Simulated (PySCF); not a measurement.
Gas-phase reaction: c-Si3H6 + 3 Cl2 ⇌ 3 SiHCl2 + 3 H

Method: PySCF energies plus ideal-gas RRHO corrections (1 bar). † marks an energy on the PBE0/def2-TZVP geometry and frequencies; other levels use their own. Open shells (unrestricted): SiHCl2 (multiplicity 2), H (multiplicity 2); the rest are closed-shell singlets. c-Si3H6, SiHCl2: computed as isolated molecules; such fragments, hydroxides, amides, oligomers or adducts are transient or little studied in the gas. The harmonic model lacks anharmonicity and excited electronic states, which grow with temperature; levels with a mode under 35 cm⁻¹ are left out.

ΔH° and ΔS° at 298 K: PBE/def2-TZVP† -41 kJ, 258 J/K; PBE0/def2-TZVP -78 kJ, 258 J/K; LDA/def2-TZVP† 47 kJ, 258 J/K; ωB97M-V/def2-TZVP† -59 kJ, 258 J/K; ωB97X-V/def2-TZVP† -52 kJ, 258 J/K.

Question: With the heat capacities included, give log10 K (1 bar) at 500, 600, 1400, 1600, 2000 K from PBE/def2-TZVP†, PBE0/def2-TZVP, LDA/def2-TZVP†, ωB97M-V/def2-TZVP†, ωB97X-V/def2-TZVP†.

Answer: 
```
T (K)  PBE/def2-TZVP†  PBE0/def2-TZVP  LDA/def2-TZVP†  ωB97M-V/def2-TZVP†  ωB97X-V/def2-TZVP†
-----  --------------  --------------  --------------  ------------------  ------------------
500              17.9            21.8             8.7                19.8                19.1
600              17.3            20.5             9.6                18.8                18.3
1400             15.8            17.2            12.5                16.4                16.2
1600             15.6            16.9            12.8                16.2                16.0
2000             15.5            16.4            13.2                15.9                15.8
```
